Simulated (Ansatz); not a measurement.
Input file:

```yaml
crystal:
  periodic: [false, false, false]
  atoms:
    - {symbol: Ge, position_ang: [-0.000322, -0.228344, 2.499916]}
    - {symbol: Si, position_ang: [0.000023, -0.519392, 0.208777]}
    - {symbol: Si, position_ang: [-0.000451, -0.207085, -1.937642]}
    - {symbol: H, position_ang: [0.000751, 0.954822, -0.771052]}
basis:
  gaussian: {orbitals: def2-SVP}
magnetization: {spin_polarized: false, initial_magnetization: 3}
correlation: {method: CCSDT(Q), electrons: outside_noble_gas}
scf: {lower_state_search: full}
```

```sh
$ ansatz run in.yaml --threads 1 --pin off --events-out ev --progress --plain --max-ram 2393MiB
```

Q: What does the program do with this input?

A: Refused. The input was made wrong on purpose (a method name that the input doesn't accept), so the run isn't a sound calculation of what was asked.
```
Error: YAML parse error: error: line 11 column 23: unknown variant `CCSDT(Q)`, expected one of mp2, rpa, ccsd, ccsd_t, bccd, bccd_t, ccsdt, ccsdt_q, ccsdt_q_b, ccsdtq, fci, sc_nevpt2, fic_nevpt4_sd, fic_mrcisd_q, fic_mrcisd_q_relaxed
  --> <input>:11:23
   |
 9 |   gaussian: {orbitals: def2-SVP}
10 | magnetization: {spin_polarized: false, initial_magnetization: 3}
11 | correlation: {method: CCSDT(Q), electrons: outside_noble_gas}
   |                       ^ unknown variant `CCSDT(Q)`, expected one of mp2, rpa, ccsd, ccsd_t, bccd, bccd_t, ccsdt, ccsdt_q, ccsdt_q_b, ccsdtq, fci, sc_nevpt2, fic_nevpt4_sd, fic_mrcisd_q, fic_mrcisd_q_relaxed
12 | scf: {lower_state_search: full}
   |
```
